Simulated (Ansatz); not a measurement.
# CH5NSi: basis-set convergence

Aim: see how fast density functionals converge with the basis set for CH5NSi.

Computed with Ansatz 0.2.0, Gaussian basis. Level: one geometry, several basis sets.

Levels to be run: PBE0-D4/def2-SVP; ωB97M-V/def2-SVP; PBE0-D4/def2-QZVPP; ωB97M-V/def2-QZVPP; the functionals' def2-TZVPP values are taken from earlier runs.

### Step 1. The geometry

An earlier PBE0-D4 in a triple-zeta def2 set relaxation fixed the geometry.

SMILES `N=C[SiH3]`, 8 atoms, charge 0, spin multiplicity 1.

Atoms are counted from 1 here; the program's logs count them from 0.

Bond lengths: N1–C2 1.269 Å, N1–H4 1.023 Å, C2–Si3 1.889 Å, C2–H5 1.102 Å, Si3–H6 1.488 Å, Si3–H7 1.488 Å, Si3–H8 1.481 Å. Angles: C2–N1–H4 111.5°, N1–C2–Si3 119.7°, N1–C2–H5 122.0°, Si3–C2–H5 118.3°, C2–Si3–H6 108.9°, C2–Si3–H7 108.9°, C2–Si3–H8 109.8°, H6–Si3–H7 107.8°, H6–Si3–H8 110.7°, H7–Si3–H8 110.7°.

Geometry (Å):

```
atom    x (Å)    y (Å)    z (Å)
  N1  -1.3160  -0.1397  -1.0805
  C2  -0.3492   0.4666  -0.5244
 Si3   0.6992  -0.4292   0.7662
  H4  -1.7967   0.4600  -1.7555
  H5  -0.0962   1.5105  -0.7705
  H6   0.6355   0.3246   2.0476
  H7   2.1170  -0.4388   0.3144
  H8   0.1986  -1.8110   0.9470
```

### Step 2. PBE0-D4 in def2-SVP

The input, in.yaml:

```yaml
crystal:
  periodic: [false, false, false]
  atoms:
    - {symbol: N, position_ang: [-1.316048, -0.139659, -1.080481]}
    - {symbol: C, position_ang: [-0.349203, 0.466561, -0.524369]}
    - {symbol: Si, position_ang: [0.699229, -0.429229, 0.766190]}
    - {symbol: H, position_ang: [-1.796674, 0.460046, -1.755544]}
    - {symbol: H, position_ang: [-0.096244, 1.510468, -0.770529]}
    - {symbol: H, position_ang: [0.635541, 0.324590, 2.047577]}
    - {symbol: H, position_ang: [2.116980, -0.438841, 0.314390]}
    - {symbol: H, position_ang: [0.198618, -1.811034, 0.946967]}
basis:
  gaussian: {orbitals: def2-SVP}
hamiltonian: {xc: pbe0, dispersion: d4}
output: {orbitals: {seedname: orbitals}}
```

On the command line:

```bash
$ ansatz run in.yaml --threads 2 --pin off --events-out ev --progress --plain --max-ram 4352MiB
```

After this run come: ωB97M-V in def2-SVP; PBE0-D4 in def2-QZVPP; ωB97M-V in def2-QZVPP.

**Question.** What will the summary of the whole plan be? Wanted: PBE0-D4: double and triple zeta above quadruple; ωB97M-V: double and triple zeta above quadruple.

The runs gave:

```
                                       quantity          value
PBE0-D4: double and triple zeta above quadruple  6.18, 0.42 eV
ωB97M-V: double and triple zeta above quadruple  6.33, 0.40 eV
```

**Reading.** For PBE0-D4 the step from double to triple zeta gains 5.76 eV and the next only 0.42 eV. These are total energies; as a rule much of such shifts cancels in differences, which this series doesn't test.
